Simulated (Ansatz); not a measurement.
Two structures of SiH₆O₂, closed shell, reached by relaxing down either side of one saddle point (PBE0-D4/def2-TZVP). Energies are electronic, without zero-point energy. Computed with Ansatz 0.2.0 (basis: def2-TZVPP and def2-QZVPP); correlated methods freeze the cores. Extrapolation: Hartree–Fock as exp(−7.88 √X), correlation as X^−2.97. First:

```xyz
9
angstrom
Si -1.2376 -0.8648 0.3466
H -0.6822 -1.8978 -0.5768
H -2.7054 -1.0481 0.4501
H -0.6220 -1.1025 1.6854
O -0.9772 0.6557 -0.1955
H 2.2911 1.2955 0.2812
O 1.7443 1.2664 -0.5075
H -0.0541 0.9266 -0.3235
H 2.2430 0.7690 -1.1601
```

Second:

```xyz
9
angstrom
Si -1.0184 0.1910 -0.2177
H 2.2651 -1.1094 1.2091
H -2.1351 0.9341 -0.8455
H -1.4678 -1.0203 0.5058
O -0.3334 1.2833 0.7974
H 1.9391 -1.0819 0.5367
O 0.0258 -0.3908 -1.3459
H 0.3725 0.9725 1.3669
H 0.3520 0.2216 -2.0071
```

Task: Which bonds change from the first to the second?

Result: SiH₄O ([OH][SiH3]) + H₂O → SiH₄O₂ ([OH][SiH2][OH]) + H₂; bonds formed: Si1–O7, H2–H6; bonds broken: Si1–H2, H6–O7.

Task: Give the saddle point's structure and its height above each. (To be estimated.)

Result: Computed: 1.765 eV above the first and 2.504 eV above the second (CCSD(T) at an estimated basis limit (MP2 extrapolated from triple and quadruple zeta, plus CCSD(T) − MP2 in triple zeta)).
Si1  (-0.460, -0.323, 0.175)
H2  (0.690, -1.611, -0.001)
H3  (-1.274, -1.014, -0.850)
H4  (-0.562, -0.652, 1.617)
O5  (-1.218, 1.166, 0.044)
H6  (1.352, -0.689, -0.333)
O7  (1.227, 0.401, -0.274)
H8  (-1.010, 1.814, 0.718)
H9  (1.255, 0.907, -1.095)
(Å)

The T1 diagnostic stays at or below 0.012.

Labels in which every atom is bracketed show which atoms are joined, not bond orders.

For scale, one of the runs: CCSD(T)/def2-TZVPP, 188 basis functions (an equivalent command: `ansatz run in.yaml --threads 2`). The run took 31 s on 2 CPU threads (shared host), with 2.2 GiB of host memory at its peak.
